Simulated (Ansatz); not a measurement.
A made-up structure of B2H3O, doublet:

| atom | x (Å) | y (Å) | z (Å) |
| --- | --- | --- | --- |
| B1 | -1.3102 | -0.8607 | -0.3811 |
| O2 | 0.6861 | 0.7659 | 0.2258 |
| B3 | -0.2843 | -0.1144 | -0.0769 |
| H4 | -1.2762 | -2.0555 | -0.4726 |
| H5 | 1.2114 | 1.1335 | -0.5021 |
| H6 | 0.8202 | 0.9931 | 1.1592 |

It is relaxed with PBE-D4/def2-SVP and then PBE0-D4/def2-TZVP (Ansatz 0.2.0). Atoms count as bonded within 1.22 times the sum of their covalent radii (H–H: 0.88 Å). The end point is not checked to be a true minimum.

(1) Does its bonding change? (Judge from chemistry; the calculation decides.)

## Answers

(1) The calculation gives: No: no bond forms or breaks.

Where it ends: The first stage lowers the energy by 1.77 eV in 16 steps. It ends as B₂H₃O ([BH][B][OH2]):
B1  (-1.071, -1.230, -0.266)
O2  (0.640, 1.003, 0.221)
B3  (-0.165, -0.076, -0.393)
H4  (-1.781, -2.153, -0.459)
H5  (1.344, 1.395, -0.307)
H6  (0.881, 0.923, 1.156)
(Å)

Labels in which every atom is bracketed show which atoms are joined, not bond orders.

For scale, one of the runs: PBE0-D4/def2-TZVP relaxation, 111 basis functions, launched by `ansatz run in.yaml --threads 2 --pin off --events-out ev --progress --plain --max-ram 4352MiB`. The run took about 30 s on 2 CPU threads of an Intel Xeon (shared host).
